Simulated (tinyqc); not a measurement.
Stretching all distances: RHF, UHF, MP2, CISD and CCSD against full CI in the sto-3g basis, for BH2+, spin multiplicity 1. Computed by the program tinyqc with PySCF. All coordinates are multiplied by the scale. c0^2 is the weight of the RHF determinant in the lowest singlet FCI state (UHF is spin-contaminated and may lie near states of higher spin) and n(LUMO) the first natural occupation beyond the occupied space.

Geometry (angstrom):
```
atom,x,y,z
B,0.0000,0.0000,0.0000
H,0.0000,0.9440,0.5560
H,0.0000,-0.9980,0.5870
```

Full CI energy (hartree) and errors against it (kcal/mol):
```
scale,distance 1-2 (angstrom),E(FCI),RHF,UHF,MP2,CISD,CCSD,<S^2> UHF,c0^2,n(LUMO)
0.910,0.997,-25.11199,22.012,22.012,6.768,0.392,0.199,0.000,0.977,0.018
1.080,1.183,-25.16813,29.312,29.312,9.971,0.763,0.356,0.000,0.963,0.034
1.260,1.380,-25.14131,40.482,40.482,15.212,1.639,0.718,0.000,0.935,0.067
1.430,1.567,-25.08727,54.936,50.322,22.488,3.337,1.406,0.476,0.890,0.128
1.610,1.764,-25.02845,75.279,47.045,33.520,6.593,2.519,0.934,0.804,0.259
1.780,1.950,-24.98626,100.229,39.573,47.727,11.075,3.104,1.115,0.671,0.474
1.960,2.147,-24.96149,131.438,35.724,63.891,16.076,2.590,1.165,0.513,0.724
```

What does the comparison show, and why?

UHF parts from RHF first at scale 1.43 of those listed, where <S^2> leaves zero. The weight c0^2 goes from 0.98 to 0.51 and n(LUMO) from 0.02 to 0.72: static correlation grows as the bonds break into open-shell fragments. The spread of the error along the curve, which distorts its shape, is CCSD 2.9, CISD 15.7, UHF 28.3, MP2 57.1, RHF 109.4 kcal/mol. The table stops here: at scale 2.13 and beyond, the reference weight falls under 0.45 or RHF, UHF or CCSD hop between solutions, so those rows were left out and the spreads given cover only the rows shown. As computed, partly on other solutions, the errors there reach in size RHF 160, UHF 36, MP2 72, CISD 20, CCSD 2 kcal/mol.
